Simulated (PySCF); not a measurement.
Phosphonium, PH4 (charge +1).
Hydrogens: H2, H3, H4, H5 on P1.

Level of theory: MP2 and CCSD/aug-cc-pVDZ in PySCF, restricted Hartree–Fock reference, 5 core orbitals frozen, non-relativistic, gas phase, PBE0-D3(BJ)/def2-SVP geometry.

E(HF) = -342.78721 Eh.

How large is the problem?

63 basis functions and 18 electrons; 5 orbitals frozen, which leaves o = 4 correlated occupied and v = 54 virtual orbitals. That is o·v = 216 singles and o·v(o·v + 1)/2 = 23436 distinct closed-shell doubles amplitudes before symmetry; the costliest CCSD step grows as o²v⁴ = 1.4 × 10^8.

What are the MP2 and CCSD correlation energies?

MP2 -0.1325 Eh and CCSD -0.1629 Eh, which gives totals of -342.91968 and -342.95011 Eh. That is 0.554 eV for each correlated electron at CCSD (428 kJ/mol in all, 0.048 % of the total energy); MP2 gives 81.3 % of the CCSD value.

What is the T1 diagnostic?

0.0107, below the customary warning level of 0.02. It is the norm of the spatial-orbital singles amplitudes over the root of the number of correlated electrons, so the norm is 0.030.

Connected triples and the basis-set limit are missing.
